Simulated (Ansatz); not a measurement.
Equilibrium lattice constant a of some cubic simple (sp) metals

Method: PBE-D3(BJ) (Ansatz, a first-principles code, plane waves, PAW). References are measured values corrected to a static lattice.

Values in Å.

| solid | reference | PBE-D3(BJ) | error (%) |
|---|---|---|---|
| bcc Ba | 4.995¶ | 4.922 | -1.46 |
| bcc Rb | 5.576¶ | 5.555 | -0.38 |
| fcc Al | 4.018 | 3.983 | -0.87 |
| fcc Pb | 4.902¶ | 4.959 | +1.16 |
| bcc Li | 3.449¶ | 3.323 | -3.65 |
| bcc Cs | 6.039¶ | 6.040 | +0.02 |
| bcc K | 5.212¶ | 5.163 | -0.94 |
| fcc Sr | 6.045¶ | 5.932 | -1.87 |
| fcc Ca | 5.553¶ | ? | ? |
| bcc Na | 4.214 | 4.083 | -3.11 |

**Question.** Estimate the withheld PBE-D3(BJ) value.

**Answer.** The errors of the other rows run from -3.65 % to +1.16 %, with a median of -0.94 %; carried to the reference 5.553 it gives 5.501 Å. The run gives 5.435 Å (-2.12 %), -1.20 % from the estimate; the row was drawn at random, and such an estimate is rough. Over these 10 solids the mean error is -1.32 %, the mean absolute error 1.56 % (median 1.31 %), and the worst case bcc Li at -3.65 %; the value is too low in 8 of 10 cases.

All these references are brought to a static lattice.

Spin–orbit coupling is left out, also for the solids with elements from indium on (bcc Ba, fcc Pb, bcc Cs); its size isn't shown.

¶ marks references of a special kind: bcc Ba, 4.995 Å (measured, low-temperature or extrapolated to 0 K; zero-point anharmonic expansion removed, our sources range from 4.995 to 5.004; as tabulated in Csonka et al. (2009), arXiv:0903.4037); bcc Rb, 5.576 Å (measured, low-temperature or extrapolated to 0 K; zero-point anharmonic expansion removed; as tabulated in Csonka et al. (2009), arXiv:0903.4037); fcc Pb, 4.902 Å (measured, low-temperature or extrapolated to 0 K; zero-point anharmonic expansion removed, our sources range from 4.902 to 4.912; as tabulated in Csonka et al. (2009), arXiv:0903.4037); bcc Li, 3.449 Å (measured, low-temperature or extrapolated to 0 K; zero-point anharmonic expansion removed, our sources range from 3.443 to 3.453; as tabulated in Csonka et al. (2009), arXiv:0903.4037); bcc Cs, 6.039 Å (measured, low-temperature or extrapolated to 0 K; zero-point anharmonic expansion removed; as tabulated in Csonka et al. (2009), arXiv:0903.4037); bcc K, 5.212 Å (measured, low-temperature or extrapolated to 0 K; zero-point anharmonic expansion removed; as tabulated in Csonka et al. (2009), arXiv:0903.4037); fcc Sr, 6.045 Å (measured, low-temperature or extrapolated to 0 K; zero-point anharmonic expansion removed; as tabulated in Csonka et al. (2009), arXiv:0903.4037); fcc Ca, 5.553 Å (measured, low-temperature or extrapolated to 0 K; zero-point anharmonic expansion removed; as tabulated in Csonka et al. (2009), arXiv:0903.4037).

Differences are worked out from the printed values.

Caveats: a distance lies near a switch of the dispersion term, which can move the cell (fcc Pb). Ansatz's density-functional and Hartree–Fock values are scalar-relativistic unless marked +SOC, with PAW data made under PBE.

Not in this set, of the simple (sp) metals with a reference value in our tables and a result at some level: 7 for a reference at room or unstated temperature. These can be a level's best or worst cases. Solids without a released value at any level aren't counted. Layered and molecular crystals are counted apart. The metals Ce to Yb are counted apart.

References as tabulated in Csonka et al. (2009), arXiv:0903.4037; Mejia-Rodriguez and Trickey (2018), arXiv:1807.09216.
